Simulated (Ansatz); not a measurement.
# B2HSi: the cost of one run

Computed with Ansatz 0.2.0, Gaussian basis. Level: def2-TZVPP, core rule «outside noble gas», up to 7 orbitals frozen.

Plan: UHF; ROHF; CCSD(T) on UHF.

### 1 The geometry

The geometry is a PBE0/def2-TZVP stationary point (not a proven minimum) of the parent state, kept for this charge and spin.

4 atoms, charge 0, spin multiplicity 2.

Atoms are counted from 1 here; the program's logs count them from 0.

Bond lengths: B1–B2 1.555 Å, B1–H4 1.178 Å, B2–Si3 1.975 Å. Angles: B2–B1–H4 180.0°, B1–B2–Si3 180.0°.

### 2 UHF

Input file in.yaml:

```yaml
crystal:
  periodic: [false, false, false]
  atoms:
    - {symbol: B, position_ang: [0.000000, 0.000000, -0.976964]}
    - {symbol: B, position_ang: [0.000000, 0.000000, 0.578505]}
    - {symbol: Si, position_ang: [0.000000, 0.000000, 2.553858]}
    - {symbol: H, position_ang: [0.000000, 0.000000, -2.155400]}
basis:
  gaussian: {orbitals: def2-TZVPP}
magnetization: {spin_polarized: true, initial_magnetization: 1}
hamiltonian: {xc: hf}
output: {orbitals: {seedname: orbitals}}
```

The run is started by

```console
$ ansatz run in.yaml --threads 1 --pin off --events-out ev --progress --plain --max-ram 4096MiB --backend cpu
```

What time and memory should one allow on 1 thread of AMD EPYC 7R13, shared host?

About 14 s, with a peak of 0.26 GiB.
